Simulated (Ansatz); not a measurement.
We consider bcc W, described by PBE-D3(BJ) (Ansatz, a first-principles code, PAW).

Numerical settings: plane-wave cutoff 500 eV, 32×32×32 k mesh, Fermi–Dirac smearing 0.1 eV, no spin polarisation, scalar-relativistic PAW data made under PBE.

Computed at the level's own relaxed cell.

Problem. Give the computed equilibrium volume per atom and equilibrium lattice constant a.

Solution. 
- equilibrium volume per atom: 15.77 Å³/atom
- equilibrium lattice constant a: 3.159 Å

Measured, for comparison: equilibrium volume per atom 15.78 Å³/atom, lattice constant a 3.16 Å (static lattice: zero-point anharmonic expansion removed; as tabulated in Mejia-Rodriguez and Trickey (2018), arXiv:1807.09216). Computed (rounded) less measured: equilibrium volume per atom -0.1 %, lattice constant a 0.0 %.

Spin–orbit coupling is not included.

Static lattice: no zero-point or thermal effects.
